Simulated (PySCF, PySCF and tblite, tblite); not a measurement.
**C3H4F2: conformers and averaged spectra, part 1 of 2**

Which conformers does C3H4F2 (`F/C=C/CF`) populate, and what do their averaged NMR parameters look like?

Computed with tblite 0.8.0 (tight binding) and PySCF 2.14.0 (DFT, with response routines of our own); each step states its level. Atoms count from 0 throughout.

### Step 1. The molecule as given

9 atoms, charge 0, multiplicity 1; geometry from: MMFF94s geometry.

Bonds of the start (Å): C1–C2 1.32, C1–H5 1.09, C2–C3 1.50, C2–H6 1.09, C3–F4 1.37, C3–H7 1.10, C3–H8 1.08, F0–C1 1.36.

### Step 2. GFN2-xTB relaxation, conformer 1

The job: settings as JSON, then the geometry in Å.

```
{"job": {"xc": "GFN2-xTB", "basis": "xTB", "kind": "relax"}, "charge": 0, "multiplicity": 1}
F      2.559800     0.203700     0.039200
C      1.300300    -0.286700    -0.061800
C      0.244400     0.488000     0.090900
C     -1.171900     0.016100    -0.010800
F     -1.227000    -1.331100    -0.236600
H      1.309500    -1.356000    -0.246900
H      0.385200     1.552300     0.275100
H     -1.694300     0.205700     0.939500
H     -1.692500     0.513900    -0.813700
```

The run is started by

```
> OMP_NUM_THREADS=1 python ens_run.py task.json out
```

The driver reads the study from task.json and runs its stages one after another.

What it wrote:

```text
step      E/eV     max force
  0    -486.84468    0.824
  1    -486.85765    0.478
  2    -486.85965    0.237
  3    -486.86051    0.074
  4    -486.86090    0.066
  5    -486.86122    0.055
  6    -486.86137    0.032
  7    -486.86137    0.032
  8    -486.86144    0.032
  9    -486.86156    0.032
 10    -486.86163    0.031
 11    -486.86171    0.025
 12    -486.86179    0.031
 13    -486.86187    0.026
 14    -486.86191    0.017
 15    -486.86194    0.017
 16    -486.86197    0.017
 17    -486.86199    0.015
 18    -486.86201    0.014
 19    -486.86204    0.013
 20    -486.86206    0.010
 21    -486.86207    0.007
 22    -486.86207    0.005
 23    -486.86207    0.004
 24    -486.86207    0.004
 25    -486.86207    0.004
```

Run time: 0.11 s. Hardware: 1 thread of Arm Neoverse V1, shared host.

Relaxing gained 0.017 eV and moved the atoms by 0.02 Å on average (rms).

**GFN2-xTB relaxation, conformer 2**

The job: settings as JSON, then the geometry in Å.

```
{"job": {"xc": "GFN2-xTB", "basis": "xTB", "kind": "relax"}, "charge": 0, "multiplicity": 1}
F      2.563800    -0.286600    -0.010100
C      1.326100     0.257600    -0.168500
C      0.243900    -0.424800     0.191100
C     -1.152100     0.111300     0.043500
F     -1.890800    -0.737300    -0.714600
H      1.382900     1.247300    -0.579600
H      0.339700    -1.421200     0.585000
H     -1.625800     0.167600     1.037000
H     -1.174000     1.091900    -0.409000
```

What it wrote:

```text
step      E/eV     max force
  0    -486.78195    0.993
  1    -486.80421    0.629
  2    -486.80766    0.310
  3    -486.80916    0.094
  4    -486.80982    0.077
  5    -486.81047    0.088
  6    -486.81070    0.049
  7    -486.81083    0.032
  8    -486.81083    0.032
  9    -486.81089    0.031
 10    -486.81119    0.049
 11    -486.81128    0.049
 12    -486.81149    0.050
 13    -486.81180    0.046
 14    -486.81195    0.043
 15    -486.81210    0.030
 16    -486.81217    0.021
 17    -486.81220    0.010
 18    -486.81221    0.007
 19    -486.81221    0.005
 20    -486.81221    0.004
```

Run time: 0.07 s. Hardware: 1 thread of Arm Neoverse V1, shared host.

Gain 0.030 eV; displacement 0.02 Å root mean square.

### Step 3. Shieldings, conformer 1: wB97X-D/pcSseg-1 in cyclohexane

The job: settings as JSON, then the geometry in Å.

```
{"job": {"xc": "wB97X-D", "basis": "pcSseg-1", "solvent": "cyclohexane", "kind": "nmr", "pop": true}, "charge": 0, "multiplicity": 1}
F      2.552842     0.192796     0.032303
C      1.304225    -0.285178    -0.053974
C      0.254072     0.500241     0.087354
C     -1.154324     0.015185    -0.000551
F     -1.217558    -1.332542    -0.239638
H      1.279800    -1.347501    -0.245204
H      0.372421     1.555914     0.277515
H     -1.690316     0.197457     0.939357
H     -1.687601     0.509621    -0.822342
```

What it wrote:

```text
coarse grid: 7912 points
cycle   1  E = -316.1335151086  dE =  6.689e-01  |g| = 6.438e-01  |ddm| = 2.502e+00
cycle   2  E = -316.1345153356  dE = -1.000e-03  |g| = 7.113e-01  |ddm| = 7.335e-01
cycle   3  E = -316.2048485812  dE = -7.033e-02  |g| = 4.726e-02  |ddm| = 3.806e-01
cycle   4  E = -316.2051868435  dE = -3.383e-04  |g| = 2.184e-02  |ddm| = 3.853e-02
cycle   5  E = -316.2052892383  dE = -1.024e-04  |g| = 7.104e-03  |ddm| = 2.075e-02
cycle   6  E = -316.2053006056  dE = -1.137e-05  |g| = 1.296e-03  |ddm| = 5.582e-03
cycle   7  E = -316.2053010327  dE = -4.271e-07  |g| = 3.798e-04  |ddm| = 1.378e-03
final grid: 78320 points
cycle   8  E = -316.2490909560  dE = -1.342e-04  |g| = 7.477e-03  |ddm| = 3.162e-02
cycle   9  E = -316.2490903823  dE =  5.737e-07  |g| = 8.126e-03  |ddm| = 9.796e-03
cycle  10  E = -316.2490992608  dE = -8.878e-06  |g| = 4.516e-04  |ddm| = 4.221e-03
cycle  11  E = -316.2490993096  dE = -4.888e-08  |g| = 2.315e-04  |ddm| = 8.016e-04
cycle  12  E = -316.2490993216  dE = -1.192e-08  |g| = 4.137e-05  |ddm| = 2.303e-04
cycle  13  E = -316.2490993220  dE = -4.700e-10  |g| = 1.934e-05  |ddm| = 7.534e-05
converged SCF energy = -316.2490993220

GIAO shielding tensors (ppm)
atom      isotropic    diamagn.    paramagn.     s11        s22        s33       span
  0 F      311.582     471.301    -159.719    210.929    298.726    425.090    214.161
  1 C       27.076     250.384    -223.308    -70.836     69.218     82.845    153.680
  2 C       71.375     260.254    -188.879    -28.360     96.400    146.086    174.446
  3 C      104.038     239.545    -135.507     74.063     80.738    157.313     83.250
  4 F      441.075     473.993     -32.918    410.692    445.848    466.685     55.993
  5 H       24.673      29.997      -5.324     21.719     23.601     28.699      6.980
  6 H       26.284      30.910      -4.626     25.083     25.366     28.404      3.321
  7 H       26.384      27.555      -1.171     22.407     26.080     30.666      8.260
  8 H       26.381      27.549      -1.168     22.406     26.076     30.660      8.255
```

Wall time 8.1 s (1 thread of Arm Neoverse V1, shared host).

Key values: HOMO -9.37 eV, LUMO 2.26 eV; dipole 1.94 D.

### Step 4. Single-point energy, conformer 1: PBE0/def2-TZVP in cyclohexane

The job, as its differences from that of step 3:

```diff
@@ -1,2 +1,2 @@
-{"job": {"xc": "wB97X-D", "basis": "pcSseg-1", "solvent": "cyclohexane", "kind": "nmr", "pop": true}, "charge": 0, "multiplicity": 1}
+{"job": {"xc": "PBE0", "basis": "def2-TZVP", "solvent": "cyclohexane", "kind": "sp"}, "charge": 0, "multiplicity": 1}
 F      2.552842     0.192796     0.032303
```

What it wrote:

```text
coarse grid: 7912 points
cycle   1  E = -316.1195933175  dE =  5.764e-01  |g| = 5.885e-01  |ddm| = 2.264e+00
cycle   2  E = -316.0777310543  dE =  4.186e-02  |g| = 8.141e-01  |ddm| = 1.009e+00
cycle   3  E = -316.1740370125  dE = -9.631e-02  |g| = 6.103e-02  |ddm| = 6.316e-01
cycle   4  E = -316.1745541249  dE = -5.171e-04  |g| = 2.898e-02  |ddm| = 4.926e-02
cycle   5  E = -316.1747278210  dE = -1.737e-04  |g| = 9.962e-03  |ddm| = 2.252e-02
cycle   6  E = -316.1747490054  dE = -2.118e-05  |g| = 2.859e-03  |ddm| = 7.882e-03
cycle   7  E = -316.1747508456  dE = -1.840e-06  |g| = 3.688e-04  |ddm| = 2.392e-03
final grid: 78320 points
cycle   8  E = -316.1748030014  dE = -6.076e-05  |g| = 5.795e-03  |ddm| = 4.445e-02
cycle   9  E = -316.1748009087  dE =  2.093e-06  |g| = 6.895e-03  |ddm| = 7.231e-03
cycle  10  E = -316.1748102387  dE = -9.330e-06  |g| = 1.225e-03  |ddm| = 3.992e-03
cycle  11  E = -316.1748104522  dE = -2.135e-07  |g| = 2.690e-04  |ddm| = 1.133e-03
cycle  12  E = -316.1748104637  dE = -1.146e-08  |g| = 9.705e-05  |ddm| = 2.249e-04
cycle  13  E = -316.1748104658  dE = -2.096e-09  |g| = 2.779e-05  |ddm| = 7.421e-05
cycle  14  E = -316.1748104659  dE = -1.738e-10  |g| = 3.291e-06  |ddm| = 2.047e-05
converged SCF energy = -316.1748104659
```

It took 6.6 s on 1 thread of Arm Neoverse V1, shared host.

This run: HOMO -7.47 eV, LUMO 0.37 eV; dipole 1.85 D.

### Step 5. Shieldings, conformer 2: wB97X-D/pcSseg-1 in cyclohexane

The job: settings as JSON, then the geometry in Å.

```
{"job": {"xc": "wB97X-D", "basis": "pcSseg-1", "solvent": "cyclohexane", "kind": "nmr", "pop": false}, "charge": 0, "multiplicity": 1}
F      2.556493    -0.261976    -0.016545
C      1.326397     0.242479    -0.162879
C      0.250698    -0.432142     0.193980
C     -1.131974     0.113076     0.058195
F     -1.901580    -0.726027    -0.714221
H      1.344838     1.242909    -0.572665
H      0.338067    -1.435273     0.584493
H     -1.629797     0.170349     1.033942
H     -1.139579     1.092599    -0.429481
```

What it wrote:

```text
coarse grid: 7912 points
cycle   1  E = -316.1287797111  dE =  6.655e-01  |g| = 6.607e-01  |ddm| = 2.491e+00
cycle   2  E = -316.1266459128  dE =  2.134e-03  |g| = 7.446e-01  |ddm| = 7.246e-01
cycle   3  E = -316.2052104219  dE = -7.856e-02  |g| = 4.415e-02  |ddm| = 3.780e-01
cycle   4  E = -316.2055353445  dE = -3.249e-04  |g| = 2.042e-02  |ddm| = 3.785e-02
cycle   5  E = -316.2056262521  dE = -9.091e-05  |g| = 7.812e-03  |ddm| = 2.024e-02
cycle   6  E = -316.2056399684  dE = -1.372e-05  |g| = 1.444e-03  |ddm| = 6.713e-03
cycle   7  E = -316.2056405966  dE = -6.282e-07  |g| = 5.793e-04  |ddm| = 1.605e-03
final grid: 78320 points
cycle   8  E = -316.2489960284  dE = -1.228e-04  |g| = 6.557e-03  |ddm| = 2.982e-02
cycle   9  E = -316.2489959054  dE =  1.230e-07  |g| = 6.991e-03  |ddm| = 8.334e-03
cycle  10  E = -316.2490024113  dE = -6.506e-06  |g| = 4.394e-04  |ddm| = 3.504e-03
cycle  11  E = -316.2490024607  dE = -4.938e-08  |g| = 1.900e-04  |ddm| = 8.287e-04
cycle  12  E = -316.2490024693  dE = -8.548e-09  |g| = 3.690e-05  |ddm| = 1.956e-04
cycle  13  E = -316.2490024696  dE = -3.668e-10  |g| = 2.167e-05  |ddm| = 7.288e-05
converged SCF energy = -316.2490024696

GIAO shielding tensors (ppm)
atom      isotropic    diamagn.    paramagn.     s11        s22        s33       span
  0 F      300.326     471.393    -171.066    208.005    294.176    398.798    190.793
  1 C       23.002     251.113    -228.111    -75.580     66.632     77.954    153.534
  2 C       70.554     257.741    -187.187    -31.810     90.972    152.498    184.308
  3 C      105.157     241.402    -136.245     69.107     84.779    161.585     92.478
  4 F      418.820     471.992     -53.172    393.729    403.304    459.427     65.698
  5 H       24.681      29.984      -5.303     22.352     24.065     27.624      5.272
  6 H       25.730      30.472      -4.742     23.563     25.057     28.569      5.006
  7 H       26.400      27.935      -1.536     22.263     26.582     30.353      8.090
  8 H       26.801      29.007      -2.207     22.982     27.081     30.339      7.358
```

It took 6.6 s on 1 thread of Arm Neoverse V1, shared host.

Key values: HOMO -9.71 eV, LUMO 1.89 eV; dipole 2.09 D.

### Step 6. Single-point energy, conformer 2: PBE0/def2-TZVP in cyclohexane

The job, as its differences from that of step 5:

```diff
@@ -1,2 +1,2 @@
-{"job": {"xc": "wB97X-D", "basis": "pcSseg-1", "solvent": "cyclohexane", "kind": "nmr", "pop": false}, "charge": 0, "multiplicity": 1}
+{"job": {"xc": "PBE0", "basis": "def2-TZVP", "solvent": "cyclohexane", "kind": "sp"}, "charge": 0, "multiplicity": 1}
 F      2.556493    -0.261976    -0.016545
```

What it wrote:

```text
coarse grid: 7912 points
cycle   1  E = -316.1170645681  dE =  5.722e-01  |g| = 6.016e-01  |ddm| = 2.249e+00
cycle   2  E = -316.0638173972  dE =  5.325e-02  |g| = 8.590e-01  |ddm| = 9.769e-01
cycle   3  E = -316.1752421450  dE = -1.114e-01  |g| = 5.948e-02  |ddm| = 5.958e-01
cycle   4  E = -316.1758470577  dE = -6.049e-04  |g| = 2.260e-02  |ddm| = 5.209e-02
cycle   5  E = -316.1759600627  dE = -1.130e-04  |g| = 5.222e-03  |ddm| = 1.796e-02
cycle   6  E = -316.1759647829  dE = -4.720e-06  |g| = 2.145e-03  |ddm| = 4.218e-03
final grid: 78320 points
cycle   7  E = -316.1757880188  dE = -5.314e-05  |g| = 7.128e-03  |ddm| = 3.518e-02
cycle   8  E = -316.1757760838  dE =  1.194e-05  |g| = 1.051e-02  |ddm| = 1.038e-02
cycle   9  E = -316.1757989954  dE = -2.291e-05  |g| = 1.218e-03  |ddm| = 6.655e-03
cycle  10  E = -316.1757992801  dE = -2.847e-07  |g| = 2.398e-04  |ddm| = 1.180e-03
cycle  11  E = -316.1757992901  dE = -1.001e-08  |g| = 1.077e-04  |ddm| = 2.002e-04
cycle  12  E = -316.1757992921  dE = -1.955e-09  |g| = 2.075e-05  |ddm| = 7.405e-05
cycle  13  E = -316.1757992922  dE = -8.095e-11  |g| = 2.502e-06  |ddm| = 1.591e-05
converged SCF energy = -316.1757992922
```

Wall time 6.4 s (1 thread of Arm Neoverse V1, shared host).

Key values: HOMO -7.80 eV, LUMO -0.01 eV; dipole 1.89 D.

### Step 7. Couplings, conformer 1: B3LYP/pcJ-1

The job: settings as JSON, then the geometry in Å.

```
{"job": {"xc": "B3LYP", "basis": "pcJ-1", "kind": "j"}, "charge": 0, "multiplicity": 1}
F      2.552842     0.192796     0.032303
C      1.304225    -0.285178    -0.053974
C      0.254072     0.500241     0.087354
C     -1.154324     0.015185    -0.000551
F     -1.217558    -1.332542    -0.239638
H      1.279800    -1.347501    -0.245204
H      0.372421     1.555914     0.277515
H     -1.690316     0.197457     0.939357
H     -1.687601     0.509621    -0.822342
```

What it wrote:

```text
coarse grid: 7912 points
cycle   1  E = -316.2777923588  dE =  5.306e-01  |g| = 6.224e-01  |ddm| = 2.395e+00
cycle   2  E = -316.2237994696  dE =  5.399e-02  |g| = 8.941e-01  |ddm| = 9.606e-01
cycle   3  E = -316.3367274893  dE = -1.129e-01  |g| = 7.097e-02  |ddm| = 5.795e-01
cycle   4  E = -316.3374354434  dE = -7.080e-04  |g| = 3.495e-02  |ddm| = 6.362e-02
cycle   5  E = -316.3376810257  dE = -2.456e-04  |g| = 1.248e-02  |ddm| = 3.130e-02
cycle   6  E = -316.3377140877  dE = -3.306e-05  |g| = 3.656e-03  |ddm| = 1.116e-02
cycle   7  E = -316.3377170494  dE = -2.962e-06  |g| = 6.554e-04  |ddm| = 2.982e-03
final grid: 78320 points
cycle   8  E = -316.3817288449  dE = -1.269e-04  |g| = 6.255e-03  |ddm| = 1.516e-02
cycle   9  E = -316.3817214306  dE =  7.414e-06  |g| = 9.278e-03  |ddm| = 8.827e-03
cycle  10  E = -316.3817356577  dE = -1.423e-05  |g| = 9.320e-04  |ddm| = 5.506e-03
cycle  11  E = -316.3817357625  dE = -1.048e-07  |g| = 5.177e-04  |ddm| = 1.085e-03
cycle  12  E = -316.3817358155  dE = -5.299e-08  |g| = 1.705e-04  |ddm| = 4.467e-04
cycle  13  E = -316.3817358225  dE = -6.958e-09  |g| = 1.491e-05  |ddm| = 1.229e-04
cycle  14  E = -316.3817358225  dE = -3.655e-11  |g| = 6.971e-06  |ddm| = 1.115e-05
converged SCF energy = -316.3817358225

Indirect spin-spin couplings (Hz)
  i      j    bonds     total        FC       PSO       DSO        SD
  0 F    1 C    1   -328.453  -317.907   -10.896     0.665    -0.315
  0 F    2 C    2     12.905    22.733   -23.005    -0.263    13.440
  0 F    3 C    3      7.255     9.375    -2.509    -0.324     0.713
  0 F    4 F    4     -6.837    -1.553    -3.543    -1.010    -0.730
  0 F    5 H    2     86.959    85.726     5.360    -1.746    -2.382
  0 F    6 H    3     16.257    21.629    -4.156    -0.357    -0.859
  0 F    7 H    4      7.614     7.342     1.429    -1.250     0.093
  0 F    8 H    4      7.643     7.369     1.428    -1.249     0.094
  1 C    2 C    1    103.364   107.637    -9.043     0.251     4.520
  1 C    3 C    2      2.087     2.020     0.055     0.002     0.009
  1 C    4 F    3     18.388    20.595    -2.252     0.136    -0.091
  1 C    5 H    1    208.954   207.840    -0.564     1.095     0.583
  1 C    6 H    2     -8.384    -6.552    -1.335    -0.385    -0.111
  1 C    7 H    3      6.163     6.301     0.247    -0.316    -0.069
  1 C    8 H    3      6.141     6.278     0.245    -0.314    -0.068
  2 C    3 C    1     51.241    51.702    -1.547     0.252     0.834
  2 C    4 F    2     10.780    13.061    -3.144    -0.074     0.937
  2 C    5 H    2     13.091    14.400    -0.794    -0.461    -0.054
  2 C    6 H    1    161.444   159.647     0.528     0.933     0.335
  2 C    7 H    2     -4.253    -4.233    -0.001    -0.100     0.081
  2 C    8 H    2     -4.281    -4.262    -0.000    -0.100     0.081
  3 C    4 F    1   -227.484  -278.123    27.746     0.676    22.217
  3 C    5 H    3      3.363     3.333     0.110    -0.073    -0.007
  3 C    6 H    2      9.624     9.662     0.070    -0.147     0.039
  3 C    7 H    1    155.773   154.955    -0.331     0.985     0.164
  3 C    8 H    1    155.718   154.900    -0.330     0.985     0.164
  4 F    5 H    4      1.217     1.747    -1.677     1.170    -0.023
  4 F    6 H    3     28.047    29.714     0.579    -2.147    -0.099
  4 F    7 H    2     52.010    46.151    10.661    -1.308    -3.494
  4 F    8 H    2     52.048    46.194    10.656    -1.307    -3.496
  5 H    6 H    3     12.168    12.345     2.828    -3.296     0.292
  5 H    7 H    4     -3.484    -3.286     1.252    -1.407    -0.043
  5 H    8 H    4     -3.500    -3.301     1.243    -1.399    -0.043
  6 H    7 H    3      3.073     3.002     0.564    -0.586     0.092
  6 H    8 H    3      3.044     2.975     0.572    -0.594     0.091
  7 H    8 H    2    -14.946   -15.335     2.340    -2.301     0.351
```

Run time: 32 s. Hardware: 1 thread of Arm Neoverse V1, shared host.

In short: HOMO -7.31 eV, LUMO 0.09 eV; dipole 1.71 D.

### Step 8. Couplings, conformer 2: B3LYP/pcJ-1

The job: settings as JSON, then the geometry in Å.

```
{"job": {"xc": "B3LYP", "basis": "pcJ-1", "kind": "j"}, "charge": 0, "multiplicity": 1}
F      2.556493    -0.261976    -0.016545
C      1.326397     0.242479    -0.162879
C      0.250698    -0.432142     0.193980
C     -1.131974     0.113076     0.058195
F     -1.901580    -0.726027    -0.714221
H      1.344838     1.242909    -0.572665
H      0.338067    -1.435273     0.584493
H     -1.629797     0.170349     1.033942
H     -1.139579     1.092599    -0.429481
```

What it wrote:

```text
coarse grid: 7912 points
cycle   1  E = -316.2728384869  dE =  5.291e-01  |g| = 6.401e-01  |ddm| = 2.388e+00
cycle   2  E = -316.2014922227  dE =  7.135e-02  |g| = 9.533e-01  |ddm| = 9.737e-01
cycle   3  E = -316.3368539389  dE = -1.354e-01  |g| = 7.198e-02  |ddm| = 5.988e-01
cycle   4  E = -316.3377613461  dE = -9.074e-04  |g| = 3.000e-02  |ddm| = 7.134e-02
cycle   5  E = -316.3379628308  dE = -2.015e-04  |g| = 7.661e-03  |ddm| = 2.730e-02
cycle   6  E = -316.3379710203  dE = -8.189e-06  |g| = 4.360e-03  |ddm| = 7.874e-03
cycle   7  E = -316.3379754293  dE = -4.409e-06  |g| = 4.325e-04  |ddm| = 3.160e-03
final grid: 78320 points
cycle   8  E = -316.3813391614  dE = -1.230e-04  |g| = 6.523e-03  |ddm| = 1.137e-02
cycle   9  E = -316.3813296854  dE =  9.476e-06  |g| = 1.003e-02  |ddm| = 9.219e-03
cycle  10  E = -316.3813465111  dE = -1.683e-05  |g| = 9.391e-04  |ddm| = 5.956e-03
cycle  11  E = -316.3813466282  dE = -1.171e-07  |g| = 5.136e-04  |ddm| = 1.038e-03
cycle  12  E = -316.3813466798  dE = -5.158e-08  |g| = 1.827e-04  |ddm| = 4.408e-04
cycle  13  E = -316.3813466874  dE = -7.584e-09  |g| = 1.209e-05  |ddm| = 1.332e-04
cycle  14  E = -316.3813466874  dE = -2.711e-11  |g| = 4.786e-06  |ddm| = 1.063e-05
converged SCF energy = -316.3813466874

Indirect spin-spin couplings (Hz)
  i      j    bonds     total        FC       PSO       DSO        SD
  0 F    1 C    1   -338.429  -321.581   -16.096     0.641    -1.393
  0 F    2 C    2      8.965    20.972   -24.790    -0.273    13.056
  0 F    3 C    3     11.992    12.003    -0.641    -0.304     0.934
  0 F    4 F    4     -0.717    17.214   -13.978    -0.947    -3.005
  0 F    5 H    2     84.887    84.369     4.803    -1.819    -2.466
  0 F    6 H    3     16.052    21.608    -4.301    -0.331    -0.924
  0 F    7 H    4      8.760     8.308     1.511    -1.213     0.155
  0 F    8 H    4     -2.116    -1.619     0.596    -1.141     0.047
  1 C    2 C    1     98.861   103.311    -9.077     0.242     4.385
  1 C    3 C    2     11.272    11.409    -0.056     0.013    -0.094
  1 C    4 F    3     13.622    12.650     1.582    -0.212    -0.397
  1 C    5 H    1    202.306   201.190    -0.458     1.032     0.542
  1 C    6 H    2     -6.577    -4.804    -1.280    -0.378    -0.115
  1 C    7 H    3      9.212     9.328     0.182    -0.294    -0.004
  1 C    8 H    3      6.516     6.771    -0.381     0.183    -0.057
  2 C    3 C    1     53.350    53.662    -1.494     0.251     0.930
  2 C    4 F    2     18.277    20.448    -2.705    -0.028     0.562
  2 C    5 H    2     14.151    15.398    -0.724    -0.495    -0.029
  2 C    6 H    1    166.485   164.839     0.338     0.961     0.348
  2 C    7 H    2     -3.737    -3.648    -0.028    -0.101     0.040
  2 C    8 H    2     -1.379    -1.085    -0.180    -0.138     0.025
  3 C    4 F    1   -224.493  -276.876    29.308     0.651    22.424
  3 C    5 H    3      3.668     3.778    -0.128     0.061    -0.042
  3 C    6 H    2     -1.072    -0.891    -0.019    -0.188     0.026
  3 C    7 H    1    157.393   156.530    -0.295     0.980     0.178
  3 C    8 H    1    152.211   151.359    -0.333     1.010     0.175
  4 F    5 H    4     -6.939    -6.113     1.027    -0.875    -0.978
  4 F    6 H    3      8.793     7.313     1.719    -0.346     0.107
  4 F    7 H    2     53.511    48.251    10.281    -1.318    -3.703
  4 F    8 H    2     52.226    46.038    10.857    -1.307    -3.363
  5 H    6 H    3     12.302    12.462     2.859    -3.310     0.291
  5 H    7 H    4     -2.376    -2.228     1.003    -1.105    -0.045
  5 H    8 H    4     -0.295    -0.464    -1.510     1.599     0.081
  6 H    7 H    3      4.639     4.613     0.595    -0.656     0.088
  6 H    8 H    3     12.114    12.306     2.776    -2.919    -0.049
  7 H    8 H    2    -10.143   -10.480     2.354    -2.328     0.310
```

It took 36 s on 1 thread of Arm Neoverse V1, shared host.

This run: HOMO -7.66 eV, LUMO -0.31 eV; dipole 1.85 D.

(Continued in part 2 of 2.)
